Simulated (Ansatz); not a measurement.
# C2NP: the cost of one run

Program: Ansatz 0.2.0, driven from Python. The levels of theory stand in the script. These are calculated values, not measurements.

### Step 1. Starting point

Bond lengths: N1–C2 1.157 Å, C2–C3 1.412 Å, C3–P4 1.542 Å. Angles: N1–C2–C3 180.0°, C2–C3–P4 180.0°.

Input file c2np.xyz:

```xyz
4

N    -1.95920   -0.01980   -0.01710
C    -0.80220   -0.00810   -0.00700
C     0.60960    0.00620    0.00530
P     2.15190    0.02180    0.01870
```

### Step 2. The code

c2np.py

```python
"""One geometry of C2NP, method by method."""

from pathlib import Path
import warnings

import ansatz as az
import numpy as np

warnings.simplefilter("ignore", az.DeckWarning)

molecule = az.Crystal.molecule_from_extxyz("c2np.xyz")

setup = (
    molecule.calculation()
    .basis(gaussian="cc-pVDZ")
    .scf(lower_state_search="off")
)

print("functional    E (Ha)        dipole (D)   HOMO (eV)  LUMO (eV)")
for name in ["r2scan0", "pbe0", "hse06", "blyp", "revpbe", "b3lyp"]:
    report = setup.functional(name).forces().orbitals().run(runs_dir="runs").report
    lines = Path(report["orbitals_path"]).read_text().splitlines()
    field_of = lambda key: [line.split("=")[1].strip() for line in lines if line.startswith(key)]
    orbitals = [(27.211386 * float(e), s, float(n)) for e, s, n in zip(field_of("Ene="), field_of("Spin="), field_of("Occup="))]
    homo = max(e for e, _, n in orbitals if n > 0.5)
    lumo = min(e for e, _, n in orbitals if n < 0.5)
    dipole = 4.803205 * np.linalg.norm(report["charge_distribution"]["dipole_moment_e_ang"])
    print(f"{name:10s} {report['free_energy_ev'] / 27.211386246:14.6f} {dipole:9.3f} {homo:11.3f} {lumo:10.3f}")
```

### Step 3. What the engine is handed

The package turns the script's settings into the engine's input (first run):

```yaml
crystal:
  periodic: [false, false, false]
  atoms:
    - { symbol: "N", position_ang: [-1.9592, -0.0198, -0.0171] }
    - { symbol: C, position_ang: [-0.8022, -0.0081, -0.007] }
    - { symbol: C, position_ang: [0.6096, 0.0062, 0.0053] }
    - { symbol: P, position_ang: [2.1519, 0.0218, 0.0187] }
basis:
  gaussian:
    orbitals: cc-pVDZ
hamiltonian:
  xc: r2scan0
scf:
  lower_state_search: "off"
output:
  orbitals: {}
  forces: true
```

### Step 4. Launch

Started as:

```sh
$ python c2np.py
```

Q: Estimate wall time and peak memory on 1 thread of Intel Xeon 6975P-C (Granite Rapids), shared host.

About 4 s, with a peak of 0.18 GiB.
